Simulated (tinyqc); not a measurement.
Inside a calculation. Method: extended Hueckel theory, for CO. Computed by tinyqc, a small Python program that keeps every step (integrals from PySCF). Settings: charge = 0, K = 1.5, multiplicity = 1. Command: `OMP_NUM_THREADS=1 python tinyqc.py 21208 21209 out.jsonl` (the two numbers bound the seeds that draw the settings). One thread of a shared host (Intel(R) Xeon(R) Processor @ 2.60GHz), about 0.01 s of CPU time with the checks.

## Overlaps

Geometry (angstrom):
```
atom       x       y       z
C     0.0000  0.0000  0.0000
O     0.0000  0.0000  1.0550
```

Parameters chosen for this run:
```
element  shell  Slater exponent  H_ii (eV)
O           2s           2.2750   -32.3000
O           2p           2.2750   -14.8000
C           2s           1.6250   -21.4000
C           2p           1.6250   -11.4000
```

Slater orbitals, each expanded in six Gaussians scaled to its exponent.

overlap S, lower triangle:
```
          1C 2s  1C 2px  1C 2py   1C 2pz   2O 2s  2O 2px  2O 2py  2O 2pz
1C 2s    1.0000
1C 2px   0.0000  1.0000
1C 2py   0.0000  0.0000  1.0000
1C 2pz   0.0000  0.0000  0.0000   1.0000
2O 2s    0.4664  0.0000  0.0000   0.5314  1.0000
2O 2px   0.0000  0.2946  0.0000   0.0000  0.0000  1.0000
2O 2py   0.0000  0.0000  0.2946   0.0000  0.0000  0.0000  1.0000
2O 2pz  -0.3473  0.0000  0.0000  -0.2795  0.0000  0.0000  0.0000  1.0000
```

## Wolfsberg-Helmholz matrix

diagonal H_ii (eV): 1C 2s -21.4000, 1C 2px -11.4000, 1C 2py -11.4000, 1C 2pz -11.4000, 2O 2s -32.3000, 2O 2px -14.8000, 2O 2py -14.8000, 2O 2pz -14.8000

K = 1.5000

H_ij = K' S_ij (H_ii + H_jj)/2 for i != j (the diagonal keeps H_ii), with K' = 1.5.

H (eV), lower triangle:
```
           1C 2s    1C 2px    1C 2py    1C 2pz     2O 2s    2O 2px    2O 2py    2O 2pz
1C 2s   -21.4000
1C 2px    0.0000  -11.4000
1C 2py    0.0000    0.0000  -11.4000
1C 2pz    0.0000    0.0000    0.0000  -11.4000
2O 2s   -18.7859    0.0000    0.0000  -17.4182  -32.3000
2O 2px    0.0000   -5.7885    0.0000    0.0000    0.0000  -14.8000
2O 2py    0.0000    0.0000   -5.7885    0.0000    0.0000    0.0000  -14.8000
2O 2pz    9.4291    0.0000    0.0000    5.4913    0.0000    0.0000    0.0000  -14.8000
```

## Orbitals

valence electrons = 10

Solve H C = S C e through S^(-1/2); fill by pairs from the bottom, a degenerate level sharing its electrons equally; each orbital has its largest coefficient positive (the first on a tie).

orbital energies (eV): -33.2319  -18.6805  -15.2396  -15.2396  -13.4169  -9.7156  -9.7156  35.0684

occupations: 2.0000  2.0000  2.0000  2.0000  2.0000  0.0000  0.0000  0.0000

coefficients:
```
            MO1      MO2      MO3     MO4      MO5      MO6      MO7      MO8
1C 2s    0.2453   0.6930   0.0000  0.0000   0.4082   0.0000   0.0000   1.1810
1C 2px   0.0000   0.0000   0.2713  0.1164   0.0000  -0.3444   0.9430   0.0000
1C 2py   0.0000   0.0000  -0.1164  0.2713   0.0000   0.9430   0.3444   0.0000
1C 2pz  -0.0049  -0.3248   0.0000  0.0000  -0.5336   0.0000   0.0000   1.3361
2O 2s    0.8660  -0.3339   0.0000  0.0000   0.0199   0.0000   0.0000  -1.3312
2O 2px   0.0000   0.0000   0.8018  0.3439   0.0000   0.1983  -0.5428   0.0000
2O 2py   0.0000   0.0000  -0.3439  0.8018   0.0000  -0.5428  -0.1983   0.0000
2O 2pz   0.0271  -0.5026   0.0000  0.0000   0.7356   0.0000   0.0000   0.9214
```

sum of one-electron energies = -191.6170 eV

Within a degenerate level the vectors are fixed only up to a rotation; this is one choice.

## Mulliken analysis

P = C n C^T; charge = valence electrons (O 6, C 4) minus the sum of (P S)_ii on the atom; overlap population = 2 sum P_ij S_ij between two atoms.

charges: 1C 0.9069, 2O -0.9069

Overlap populations:
```
pair     value
2-1   1.099582
```
